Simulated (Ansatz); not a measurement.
# Double-hcp Pr

Level of theory: PBE in Ansatz (PAW).

Numerical settings: plane-wave cutoff 500 eV, 24×24×6 k mesh (along the axes of the cell as run), Fermi–Dirac smearing 0.1 eV, spin-polarised with parallel moments, scalar-relativistic PAW data made under PBE.

Cell (relaxed at this level):

```
Pr
1.0
    1.78314    -3.08849     0.00000
    1.78314     3.08849     0.00000
    0.00000     0.00000    11.57633
Pr
4
Direct
  0.00000   0.00000   0.00000
  0.00000   0.00000   0.50000
  0.33333   0.66667   0.25000
  0.66667   0.33333   0.75000
```

| Quantity | Value |
|---|---|
| band gap | zero (no gap) |

Note: the magnetic order was assumed, not searched for or taken from measurement; the 4f shell is treated without U or exact exchange, so its levels and filling can be wrong; the volume lies 8 % below that of the published cell.

Spin–orbit coupling is not included.

Static lattice: no zero-point or thermal effects.

Computing time: roughly 40 core-minutes.

Ansatz is a first-principles code.
